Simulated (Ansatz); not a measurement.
# CH₄Si (triplet): wave-function methods side by side at distance C1–H5 along a hydrogen transfer = 1.013 Å, cc-pVDZ

One table from this session's results is given with a row withheld; the runs are named, their logs left out.

Program: Ansatz 0.2.0, Gaussian basis. Level of theory: cc-pVDZ, core rule «outside noble gas», up to 6 orbitals frozen. These are calculated values, not measurements.

To be run: UHF; CCSD(T) on ROHF; CCSD(T) on UHF; BCCD(T) on ROHF; CISD; CCSDT(Q) on ROHF; CCSDT(Q) on UHF; CASSCF and MRCISD+Q, 4 electrons in 4 orbitals; CASSCF and NEVPT2, 4 electrons in 4 orbitals.

7 further runs of the same task are left out: 1 for a mislabelled method, 4 that didn't finish, 2 set aside as unsound or not needed.

## The geometry

The geometry derives from fragments relaxed apart (PBE0/def2-TZVP) and kept rigid, so it is no stationary point. A hydrogen atom is moved between rigid fragments.

6 atoms, charge 0, spin multiplicity 3.

Atoms are counted from 1 here; the program's logs count them from 0.

Bond lengths: C1–H2 1.090 Å, C1–H3 1.090 Å, C1–H4 1.090 Å, C1–H5 1.013 Å. Angles: H2–C1–H3 109.5°, H2–C1–H4 109.5°, H2–C1–H5 109.5°, H3–C1–H4 109.5°, H3–C1–H5 109.5°, H4–C1–H5 109.5°.

Coordinates:

```xyz
6

C    -1.84779    0.00000    0.00000
H    -2.21100    1.02730    0.00000
H    -2.21100   -0.51365    0.88967
H    -2.21100   -0.51365   -0.88967
H    -0.83479    0.00000    0.00000
Si    1.05821    0.00000    0.00000
```

Set-up of the first run:

Contents of in.yaml:

```yaml
crystal:
  periodic: [false, false, false]
  atoms:
    - {symbol: C, position_ang: [-1.847791, 0.000000, 0.000000]}
    - {symbol: H, position_ang: [-2.210997, 1.027301, 0.000000]}
    - {symbol: H, position_ang: [-2.210997, -0.513650, 0.889668]}
    - {symbol: H, position_ang: [-2.210997, -0.513650, -0.889669]}
    - {symbol: H, position_ang: [-0.834791, 0.000000, 0.000000]}
    - {symbol: Si, position_ang: [1.058209, 0.000000, 0.000000]}
basis:
  gaussian: {orbitals: cc-pVDZ}
magnetization: {spin_polarized: true, initial_magnetization: 2}
hamiltonian: {xc: hf}
output: {orbitals: {seedname: orbitals}}
```

Started as:

```console
> ansatz run in.yaml --threads 1 --pin off --events-out ev --progress --plain --max-ram 2393MiB
```

Among the steps run: UHF; CCSD(T) on ROHF; CCSD(T) on UHF; BCCD(T) on ROHF; CISD; CCSDT(Q) on ROHF; CCSDT(Q) on UHF; CASSCF and MRCISD+Q, 4 electrons in 4 orbitals; CASSCF and NEVPT2, 4 electrons in 4 orbitals.

One table of the session follows, with a row left open; its other results are not shown here.

| method | from UCCSDT(Q) (meV) |
| --- | --- |
| ROHF | +7173.0 |
| UHF | +7057.3 |
| RMP2 | +1288.0 |
| UMP2 | +1290.7 |
| CISD | ? |
| RCCSD | +187.1 |
| UCCSD | +183.9 |
| RCCSD(T) | +30.2 |
| UCCSD(T) | +29.5 |
| BCCD(T) | +29.8 |
| RCCSDT | +7.0 |
| UCCSDT | +6.8 |
| RCCSDT(Q) | +0.2 |
| UCCSDT(Q) | 0 |

Estimate the missing values for CISD.

As computed: from UCCSDT(Q) (meV): +767.5. In the column «from UCCSDT(Q) (meV)» it lies between RCCSD (+187.1) and RMP2 (+1288.0).

Not comparable, so not listed: CASSCF and NEVPT2, 4 electrons in 4 orbitals (they don't share determinant, frozen orbitals or solution with the rows shown, or repeat one).

Limits of these values: Left out of the table: CASSCF pair, MRCISD pair, MRCISD+Q pair (the active space lost an orbital or holds another state than full CI finds). Restricted and unrestricted rows rest on different reference determinants; where their highest levels disagree by more than a few hundredths of an eV, they describe different states and don't form one ladder. Warnings in the runs' records: passed over end.
